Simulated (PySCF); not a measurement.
Compound: C3H9O2P.
SMILES with atom numbers: `[CH3:1][CH2:2][P@:3]([CH3:4])(=[O:5])[OH:6]` (hydrogens: H7, H8, H9 on C1; H10, H11 on C2; H12, H13, H14 on C4; H15 on O6)

A GFN2-xTB structure was refined with HF/6-31G* geometry optimisation, gas phase (PySCF). Its GFN2-xTB values:

| coordinate | GFN2-xTB |
| --- | --- |
| C1–C2 | 1.519 Å |
| C1–H7 | 1.088 Å |
| C2–P3 | 1.837 Å |
| C2–H10 | 1.093 Å |
| C2–H11 | 1.091 Å |
| P3–C4 | 1.830 Å |
| P3=O5 | 1.469 Å |
| P3–O6 | 1.619 Å |
| C4–H12 | 1.084 Å |
| O6–H15 | 0.959 Å |
| C1–C2–P3 | 113.2° |
| C2–P3–C4 | 107.4° |
| C2–P3–O5 | 114.9° |
| C2–P3–O6 | 103.8° |
| C4–P3–O5 | 115.5° |
| C4–P3–O6 | 103.0° |
| O5–P3–O6 | 111.0° |

Q: How do these coordinates change at the HF/6-31G* level?

A: 
```
coordinate  HF/6-31G* (Å or °)  change
     C2–P3               1.813  -0.024
     P3–C4               1.807  -0.023
     C1–C2               1.532  +0.013
    O6–H15               0.952  -0.007
    C2–H10               1.086  -0.007
     P3–O6               1.614  -0.005
    C2–H11               1.086  -0.005
     C1–H7               1.084  -0.004
     P3=O5               1.466  -0.003
    C4–H12               1.083  -0.001
  C1–C2–P3               116.3    +3.1
  O5–P3–O6               112.7    +1.7
  C2–P3–O5               113.8    -1.1
  C4–P3–O5               114.8    -0.7
  C2–P3–C4               107.9    +0.5
  C4–P3–O6               102.7    -0.3
  C2–P3–O6               103.9    +0.1
```

The energy falls by 1.1 kcal/mol over 8 energy and gradient evaluations, the largest force component goes from 0.0131 to 2.7e-04 Eh/bohr, and the atoms move by 0.069 Å rms after alignment. Among the bonds, C2–P3 and P3–C4 change most and about equally (-0.024 to -0.023 Å). Bonds longer at the end by more than 0.005 Å: 1 of 14; shorter: 5. Rotational constants go from 3833, 2256, 2143 to 3863, 2233, 2141 MHz.

The run used 106 basis functions and 49 SCF cycles in all.

Whether it is a minimum is left open (no frequencies). One conformer, not necessarily the lowest.

Shape of the structure used: `[CH3:1][CH2:2][P@:3]([CH3:4])(=[O:5])[OH:6]`: C1–C2–P3–C4 -56°, H–O6–P3–C2 120°.
